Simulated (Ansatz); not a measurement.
Species: CH3F, charge 0, singlet. CH3F (SMILES CF).
B3LYP-D3(BJ)/def2-TZVP minimum from Ansatz (an electronic-structure program):
```
C
F 1 1.3893
H 1 1.0909 2 108.82
H 1 1.0909 3 110.11 2 -119.20
H 1 1.0909 3 110.11 4 -121.60
```

Hartree-Fock and CCSD(T) correlation energies in hartree (Ansatz). UHF or UKS for unpaired electrons; spin-orbit terms are left out. Correlated methods leave the cores frozen. No relativity.

```csv
basis,X,E(HF),"E(corr, CCSD(T))"
cc-pVTZ,3,-139.09412,-0.46377
cc-pVQZ,4,-139.10577,-0.49761
cc-pV5Z,5,-139.10899,withheld
```

**Question.** Fit E(corr) = E∞ + A/X³ to X = 3 and 4, predict X = 5, and compare with the run.

**Answer.** A = (-0.46377 - (-0.49761))/(1/27 - 1/64) = 1.5804; E∞ = -0.49761 - A/64 = -0.52230; at X = 5, E∞ + A/125 = -0.50966. The run gave -0.50962, 0.04 mEh above the prediction. The same form on X = 4 and 5 gives E∞ = -0.52222, 0.08 mEh above the first estimate.
